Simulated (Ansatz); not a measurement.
Geometry optimisation, RKS LDA/def2-SVP (Ansatz 0.2.0).

input.yaml

```yaml
crystal:
  periodic: [false, false, false]
  atoms:
    - { symbol: Si, position_ang: [0.139597, -0.00595, 0.169396] }
    - { symbol: H, position_ang: [0.375756, -0.049691, 1.605782] }
    - { symbol: F, position_ang: [1.70903, -0.030176, -0.10396] }
    - { symbol: H, position_ang: [-0.513163, 1.200084, -0.427762] }
    - { symbol: Cl, position_ang: [-0.78362, -1.660967, -0.586856] }
basis:
  gaussian: { orbitals: def2-SVP }
hamiltonian:
  xc: lda
relax:
  f_tol: 0.03
  max_steps: 50
```

Command:

```bash
$ ansatz run input.yaml --threads 1 --pin off --max-ram 2048MiB --backend cpu --events-out ev --progress --plain --runs-dir out
```

**Question.** Where does it end, and by what steps?

**Answer.** The run converged. After 4 steps the energy has fallen by 0.255 eV; H2 moved furthest, 0.21 Å.

```
step  energy less start (eV)  largest force component (eV/Å)  accepted
   0                  0.0000                           1.165       yes
   1                 -0.2341                           0.238       yes
   2                 -0.2527                           0.172       yes
   3                 -0.2536                           0.253       yes
   4                 -0.2550                           0.008       yes
```

```xyz
5
Properties=species:S:1:pos:R:3
Si 0.200 -0.007 0.190
H 0.183 -0.057 1.686
F 1.738 -0.028 -0.299
H -0.456 1.213 -0.379
Cl -0.738 -1.668 -0.542
```

Time of the run: 5.5 s on 1 thread of Arm Neoverse V1 (shared host), peak memory 0.12 GiB.
